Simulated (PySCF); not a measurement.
Molecule: oxalyl dichloride (SMILES O=C(Cl)C(=O)Cl).

Geometry:
| atom | x (Å) | y (Å) | z (Å) |
| --- | --- | --- | --- |
| O1 | -0.992 | 1.403 | -0.231 |
| C2 | -0.712 | 0.277 | -0.014 |
| Cl3 | -1.875 | -0.977 | 0.326 |
| C4 | 0.736 | -0.276 | 0.009 |
| O5 | 1.020 | -1.392 | 0.264 |
| Cl6 | 1.896 | 0.968 | -0.382 |

Geometry PBE0-D3(BJ)/def2-SVP throughout; GIAO in PySCF, gas phase, one conformer, non-relativistic; equivalent atoms averaged; basis pcSseg-2.

For orientation, mPW1PW91 gives these absolute shieldings σ: O1/O5 -283.7, C2/C4 8.8, Cl3/Cl6 497.8 ppm.

A run gave: O1/O5 -283.4, C2/C4 3.1, Cl3/Cl6 475.6 ppm (absolute shieldings σ).

Problem. Which functional was used in that run?
A. KT3
B. B97-D
C. KT2
D. B3LYP

Solution. D. O1/O5 tells them apart best: B3LYP gives -283.4, KT2 gives -236.4, KT3 gives -230.8, B97-D gives -246.1 ppm.
